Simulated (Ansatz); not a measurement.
# SiNHO+ (doublet): the correlation ladder, cc-pVTZ

An exercise on one series of results from a longer session: the logs are not shown, and one member is left open.

Computed with Ansatz 0.2.0, Gaussian basis. Level: cc-pVTZ, core rule «outside noble gas», up to 7 orbitals frozen.

The runs, in order: UHF; CCSD(T) on ROHF; CCSD(T) on UHF; BCCD(T) on ROHF; CCSDT(Q) on ROHF; CCSDT(Q) on UHF.

4 further runs of the same task are left out: 4 set aside as unsound or not needed.

## The geometry

The geometry is a PBE0/def2-TZVP stationary point (not a proven minimum) of the parent state, kept for this charge and spin.

4 atoms, charge 1, spin multiplicity 2.

Atoms are counted from 1 here; the program's logs count them from 0.

Bond lengths: O1–N2 1.332 Å, O1–H4 0.966 Å, N2–Si3 1.554 Å. Angles: N2–O1–H4 106.3°, O1–N2–Si3 173.8°.

The first run:

in.yaml reads:

```yaml
crystal:
  periodic: [false, false, false]
  atoms:
    - {symbol: O, position_ang: [-0.000007, -0.287198, 0.960799]}
    - {symbol: N, position_ang: [0.000023, -0.154683, -0.364392]}
    - {symbol: Si, position_ang: [-0.000004, -0.166852, -1.918552]}
    - {symbol: H, position_ang: [-0.000012, 0.608733, 1.322146]}
basis:
  gaussian: {orbitals: cc-pVTZ}
total_charge: 1
magnetization: {spin_polarized: true, initial_magnetization: 1}
hamiltonian: {xc: hf}
output: {orbitals: {seedname: orbitals}}
```

On the command line:

```console
$ ansatz run in.yaml --threads 1 --pin off --events-out ev --progress --plain --max-ram 2560MiB --backend cpu
```

Steps of the session up to this table: UHF; CCSD(T) on ROHF; CCSD(T) on UHF; BCCD(T) on ROHF; CCSDT(Q) on ROHF; CCSDT(Q) on UHF.

One table of the session follows, with a row left open; its other results are not shown here.

It belongs to the step «Misses and costs». 

```
   method  from UCCSDT(Q) (meV)
     ROHF              +14813.6
      UHF              +14654.5
     RMP2               +1326.6
     UMP2               +1354.5
    RCCSD                +721.1
    UCCSD                +715.2
 RCCSD(T)                     ?
 UCCSD(T)                 +73.8
  BCCD(T)                 +68.0
   RCCSDT                 +52.4
   UCCSDT                 +51.7
RCCSDT(Q)                  +8.3
UCCSDT(Q)                     0
```

**Question.** Estimate the row for RCCSD(T).

The run gave: from UCCSDT(Q) (meV): +71.8. In the column «from UCCSDT(Q) (meV)» it lies between BCCD(T) (+68.0) and UCCSD(T) (+73.8).

To keep in mind: Restricted and unrestricted rows rest on different reference determinants; where their highest levels disagree by more than a few hundredths of an eV, they describe different states and don't form one ladder.
